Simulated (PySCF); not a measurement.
Predicted microwave data (PBE0/pcSseg-1 in PySCF (dipole) on a GFN2-xTB geometry, gas phase) for one isomer of C6H10:

- Rotational constants: A = 7403, B = 1816, C = 1573 MHz
- Dipole components: |μa| = 0.58 D, |μb| = 0.44 D, |μc| = 0.04 D
- Inertial defect: -25.32 u·Å²
- κ: -0.92

Task: Which structure is it? (One computed conformer of each.)
A. `[CH:1]#[C:2][CH2:3][CH2:4][CH2:5][CH3:6]` with C2–C3–C4–C5 -66°, C3–C4–C5–C6 178°
B. `CCC#CCC` (3-hexyne)
C. `[CH3:1][C:2]1=[CH:3][CH2:4][CH2:5][CH2:6]1` with C2–C3–C4–C5 13°, C3–C4–C5–C6 -19°, C4–C5–C6–C2 20°, C1–C2–C6–C5 169° (1-methylcyclopentene)

Result: A. It is C#CCCCC, a near-prolate asymmetric top, point group C1. The candidates at the same level (rigid rotor, commonest isotopes):

| SMILES | A (MHz) | B (MHz) | C (MHz) | μa (D) | μb (D) | μc (D) | Δ (u·Å²) | point group | rotor |
| --- | --- | --- | --- | --- | --- | --- | --- | --- | --- |
| CC1=CCCC1 | 7045 | 3074 | 2276 | 0.16 | 0.20 | 0.05 | -14.08 | – | asymmetric top |
| CCC#CCC | 10992 | 1333 | 1300 | 0.00 | 0.10 | 0.00 | -36.45 | C2 | near-prolate asymmetric top |
| C#CCCCC | 7403 | 1816 | 1573 | 0.58 | 0.44 | 0.04 | -25.32 | C1 | near-prolate asymmetric top |

`CC1=CCCC1` has B 69 % too high; `CCC#CCC` has A 48 % too high. No structure here is proved a minimum.
